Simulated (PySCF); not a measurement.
# Basis-set dependence of population analyses: `CCS(C)(=O)=O`

Species: C3H8O2S.
Bonds: C1–C2, C2–S3, S3–C4, S3–O5 (double), S3–O6 (double). Hydrogens: H7, H8, H9 on C1; H10, H11 on C2; H12, H13, H14 on C4.

PBE0 throughout (PySCF), one geometry, spherical d and f functions. Geometry: PBE0-D3(BJ)/def2-SVP, one conformer, isolated molecule. Atoms taken as equivalent share a column and are averaged. The first 7 of 8 kinds of atom are listed.

Mulliken charges (e):

```json
{"basis": "pcSseg-0", "functions": "74", "C1": "-0.636", "C2": "-0.743", "S3": "+1.440", "C4": "-0.836", "O5/O6": "-0.756", "H7/H8/H9": "+0.268", "H10/H11": "+0.292"}
{"basis": "cc-pVDZ", "functions": "128", "C1": "-0.092", "C2": "-0.210", "S3": "+0.756", "C4": "-0.174", "O5/O6": "-0.465", "H7/H8/H9": "+0.071", "H10/H11": "+0.078"}
{"basis": "pcSseg-1", "functions": "149", "C1": "-0.294", "C2": "-0.376", "S3": "+0.891", "C4": "-0.363", "O5/O6": "-0.552", "H7/H8/H9": "+0.144", "H10/H11": "+0.159"}
{"basis": "aug-cc-pVDZ", "functions": "214", "C1": "+0.379", "C2": "+0.317", "S3": "+1.761", "C4": "+0.236", "O5/O6": "-0.949", "H7/H8/H9": "-0.090", "H10/H11": "-0.210"}
{"basis": "cc-pVTZ", "functions": "296", "C1": "-0.312", "C2": "-0.199", "S3": "+0.786", "C4": "-0.303", "O5/O6": "-0.462", "H7/H8/H9": "+0.118", "H10/H11": "+0.112"}
{"basis": "IGLO-III", "functions": "299", "C1": "-0.386", "C2": "-0.352", "S3": "+1.186", "C4": "-0.510", "O5/O6": "-0.594", "H7/H8/H9": "+0.144", "H10/H11": "+0.155"}
```

IAO charges (e):

```
      basis  functions      C1      C2      S3      C4   O5/O6  H7/H8/H9  H10/H11
   pcSseg-0         74  -0.431  -0.458  +1.717  -0.634  -0.807    +0.166   +0.175
    cc-pVDZ        128  -0.421  -0.450  +1.956  -0.633  -0.882    +0.157   +0.157
   pcSseg-1        149  -0.420  -0.452  +1.974  -0.631  -0.897    +0.158   +0.158
aug-cc-pVDZ        214  -0.433  -0.449  +1.970  -0.635  -0.903    +0.162   +0.162
    cc-pVTZ        296  -0.435  -0.464  +2.018  -0.652  -0.912    +0.162   +0.163
   IGLO-III        299  -0.435  -0.466  +2.038  -0.654  -0.921    +0.163   +0.163
```

Hirshfeld charges (e):

```tsv
basis	functions	C1	C2	S3	C4	O5/O6	H7/H8/H9	H10/H11
pcSseg-0	74	-0.100	-0.065	+0.631	-0.113	-0.381	+0.046	+0.046
cc-pVDZ	128	-0.106	-0.070	+0.510	-0.115	-0.327	+0.047	+0.051
pcSseg-1	149	-0.112	-0.073	+0.518	-0.118	-0.331	+0.049	+0.053
aug-cc-pVDZ	214	-0.120	-0.082	+0.506	-0.126	-0.327	+0.052	+0.058
cc-pVTZ	296	-0.116	-0.078	+0.492	-0.123	-0.322	+0.051	+0.057
IGLO-III	299	-0.121	-0.080	+0.492	-0.124	-0.316	+0.051	+0.057
```

ESP-fitted charges (e):

| basis | functions | C1 | C2 | S3 | C4 | O5/O6 | H7/H8/H9 | H10/H11 |
| --- | --- | --- | --- | --- | --- | --- | --- | --- |
| pcSseg-0 | 74 | -0.360 | -0.183 | +1.441 | -0.908 | -0.677 | +0.125 | +0.096 |
| cc-pVDZ | 128 | -0.276 | -0.097 | +0.945 | -0.689 | -0.501 | +0.099 | +0.080 |
| pcSseg-1 | 149 | -0.288 | -0.093 | +1.031 | -0.748 | -0.538 | +0.102 | +0.080 |
| aug-cc-pVDZ | 214 | -0.313 | -0.091 | +0.929 | -0.798 | -0.505 | +0.112 | +0.090 |
| cc-pVTZ | 296 | -0.322 | -0.081 | +0.885 | -0.764 | -0.486 | +0.113 | +0.088 |
| IGLO-III | 299 | -0.324 | -0.080 | +0.846 | -0.772 | -0.474 | +0.114 | +0.090 |

Some averages cover members that differ in this geometry, most widely: H7/H8/H9, Mulliken in aug-cc-pVDZ -0.114 to -0.077; H7/H8/H9, Mulliken in IGLO-III +0.124 to +0.155 e.

Question: Which scheme is steadiest as the basis changes?

Answer: Largest range over the bases for any column: Hirshfeld 0.14 e, IAO 0.32 e, ESP-fitted 0.59 e, Mulliken 1.07 e. Hirshfeld charges move least and Mulliken charges most, counted in e.

Question: How much do the charges still move between the two largest bases, cc-pVTZ and IGLO-III?

Answer: At most, over all atoms: Mulliken 0.400 e, IAO 0.020 e, Hirshfeld 0.006 e, ESP-fitted 0.039 e.

Question: What do the same runs give for the total energy, the frontier levels and the dipole moment?

Answer: 
| basis | energy (Eh) | HOMO (eV) | LUMO (eV) | μ (D) |
| --- | --- | --- | --- | --- |
| pcSseg-0 | -666.0076 | -8.01 | 1.33 | 4.99 |
| cc-pVDZ | -667.2767 | -7.92 | 1.27 | 4.29 |
| pcSseg-1 | -667.2286 | -8.23 | 0.84 | 4.52 |
| aug-cc-pVDZ | -667.3123 | -8.21 | -0.36 | 4.54 |
| cc-pVTZ | -667.4217 | -8.20 | 0.71 | 4.41 |
| IGLO-III | -667.4416 | -8.31 | 0.33 | 4.43 |

The dipole is fixed by the density alone, so its range of 0.70 D shows that the density itself changes with the basis, not only its division among atoms.
